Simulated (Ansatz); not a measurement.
A made-up structure of Si$_{2}$H$_{3}$O, doublet:

```csv
atom,x (Å),y (Å),z (Å)
O1,0.6263,-1.5649,1.3670
Si2,0.7559,-1.3233,-0.0739
Si3,-0.2147,0.4732,-0.2687
H4,-1.3266,0.0203,-1.2340
H5,0.9450,1.2795,-0.8721
H6,-0.7859,1.1152,1.0816
```

It is relaxed with PBE-D4/def2-SVP and then PBE0-D4/def2-TZVP (Ansatz 0.2.0). Atoms count as bonded within 1.22 times the sum of their covalent radii (H–H: 0.88 Å). The end point is not checked to be a true minimum.

Does its bonding change? (Judge from chemistry; the calculation decides.)

The calculation gives: No: no bond forms or breaks.

Where it ends: The first stage lowers the energy by 1.53 eV in 7 steps. It ends as Si₂H₃O ([O][Si][SiH3]):
O1  (0.802, -1.975, 1.590)
Si2  (0.848, -1.537, 0.128)
Si3  (-0.260, 0.582, -0.338)
H4  (-1.348, 0.282, -1.305)
H5  (0.751, 1.460, -0.981)
H6  (-0.793, 1.188, 0.905)
(Å)

Labels in which every atom is bracketed show which atoms are joined, not bond orders.

For scale, one of the runs: PBE0-D4/def2-TZVP relaxation, 123 basis functions, launched by `ansatz run in.yaml --threads 2 --pin off --events-out ev --progress --plain --max-ram 4352MiB`. The run took about 17 s on 2 CPU threads of an Arm Neoverse V1 (shared host).
